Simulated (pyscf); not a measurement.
Single points on ωB97X-D3(BJ)/def2-SVP structures (PySCF, gas phase).

SMILES: FC(F)(F)C(F)(F)Cl
```xyz
8

F      1.1058     1.7262    -1.5243
C      0.2675     1.5020    -0.5186
F      0.6114     2.2585     0.5175
F     -0.9651     1.8255    -0.9006
C      0.2977     0.0055    -0.1211
F     -0.5882    -0.1897     0.8574
F     -0.0669    -0.7213    -1.1789
Cl     1.9012    -0.4705     0.4122
```
Charge 0, spin multiplicity 1.

### Question
What are the homolytic bond dissociation enthalpies (298 K) of F–C(F)(F)–C(F)(F)–Cl (SMILES FC(F)(F)C(F)(F)Cl) at ωB97M-D3(BJ)/def2-TZVP, weakest first?

### Answer
C–Cl to F–C•(F)–C(F)(F)–F + Cl•: 84.8 kcal/mol; C–C to F–C•(F)–F + F–C•(F)–Cl: 92.0 kcal/mol; C–F to F–C•(Cl)–C(F)(F)–F + F•: 114.9 kcal/mol; C–F to F• + F–C•(F)–C(F)(F)–Cl: 122.8 kcal/mol. Ring and multiple bonds, and those that leave no two simple radicals, are not listed. F–C•(F)–C(F)(F)–Cl lies 8.0 kcal/mol over its isomer F–C•(Cl)–C(F)(F)–F, and others may lie lower still (electronic energy, ωB97M-D3(BJ)). Other isomers of F–C•(Cl)–C(F)(F)–F, F–C•(F)–C(F)(F)–F were not searched in full and may lie lower. Left out: the spin-orbit lowering of Cl, F.
